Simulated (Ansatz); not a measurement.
Input file:

```yaml
crystal:
  periodic: [false, false, false]
  atoms:
    - {symbol: Ge, position_ang: [0.084376, 0.005225, 2.056198]}
    - {symbol: Si, position_ang: [-0.080498, 0.013599, -0.267109]}
    - {symbol: O, position_ang: [-0.003878, -0.018825, -1.789089]}
basis:
  gaussian: {orbitals: STO-3G}
magnetization: {spin_polarized: false, initial_magnetization: 2}
correlation: {method: fic_mrcisd_q_relaxed, electrons: valence, active_space: {window: {electrons: 2, orbitals: 4}}}
accuracy: high
```

```sh
$ ansatz run in.yaml --threads 1 --pin off --events-out ev --progress --plain --max-ram 2393MiB
```

Log:

```
470 factors; integrals over basis functions are off by at most 1.1e-8 eV
mean field evaluation 1: about -65602.6678 eV, gradient 3.4e1 eV
mean field evaluation 2: about -65602.7062 eV, gradient 3.4e1 eV
mean field evaluation 4: about -65607.8283 eV, gradient 2.9e0 eV
mean field evaluation 8: about -65608.0050 eV, gradient 1.3e-1 eV
mean field evaluation 16: about -65608.0014 eV, gradient 2.2e-8 eV
mean field evaluation 32: about -65606.1884 eV, gradient 6.0e0 eV
mean field evaluation 64: about -65607.9487 eV, gradient 1.0e0 eV
mean field -65608.00141801 eV, -2411.0495814114 hartree, gradient 2.2e-8 eV, S^2 2.000000; 5 other end points of the search recorded, 0 dependent functions left out
reference -65608.00141801 eV, -2411.0495814114 hartree; 28, 26 occupied and 4, 6 virtual orbitals, 470 factors
state -65608.06045594 eV, -2411.0517510152 hartree
contracted CI cycle   1: correlation 0.00000000 eV, 0.0000000000 hartree, residual 1.30e1 eV
contracted CI cycle   2: correlation -3.47067438 eV, -0.1275449309 hartree, residual 3.67e0 eV
contracted CI cycle   3: correlation -3.94129267 eV, -0.1448398341 hartree, residual 1.51e0 eV
contracted CI cycle   4: correlation -4.02085215 eV, -0.1477635912 hartree, residual 5.67e-1 eV
contracted CI cycle   5: correlation -4.02999420 eV, -0.1480995551 hartree, residual 2.48e-1 eV
contracted CI cycle   6: correlation -4.03208877 eV, -0.1481765293 hartree, residual 9.99e-2 eV
contracted CI cycle   7: correlation -4.03240158 eV, -0.1481880248 hartree, residual 3.83e-2 eV
contracted CI cycle   8: correlation -4.03244374 eV, -0.1481895740 hartree, residual 1.71e-2 eV
contracted CI cycle   9: correlation -4.03245222 eV, -0.1481898859 hartree, residual 6.89e-3 eV
contracted CI cycle  10: correlation -4.03245379 eV, -0.1481899436 hartree, residual 2.80e-3 eV
contracted CI cycle  11: correlation -4.03245401 eV, -0.1481899514 hartree, residual 9.70e-4 eV
contracted CI cycle  12: correlation -4.03245404 eV, -0.1481899526 hartree, residual 4.02e-4 eV
contracted CI cycle  13: correlation -4.03245404 eV, -0.1481899527 hartree, residual 1.94e-4 eV
contracted CI cycle  14: correlation -4.03245404 eV, -0.1481899527 hartree, residual 6.65e-5 eV
contracted CI cycle  15: correlation -4.03245404 eV, -0.1481899527 hartree, residual 2.90e-5 eV
contracted CI cycle  16: correlation -4.03245404 eV, -0.1481899527 hartree, residual 1.16e-5 eV
contracted CI cycle  17: correlation -4.03245404 eV, -0.1481899527 hartree, residual 5.28e-6 eV
contracted CI cycle  18: correlation -4.03245404 eV, -0.1481899527 hartree, residual 2.10e-6 eV
state -65608.06045594 eV, -2411.0517510152 hartree; corrected -65612.63919835 eV, -2411.2200166951 hartree
Total energy: -65612.63919835 eV, -2411.2200166951 hartree
```

Ran on 1 thread of Arm Neoverse V1, shared host: 3.6 s wall, 0.18 GiB peak host memory.
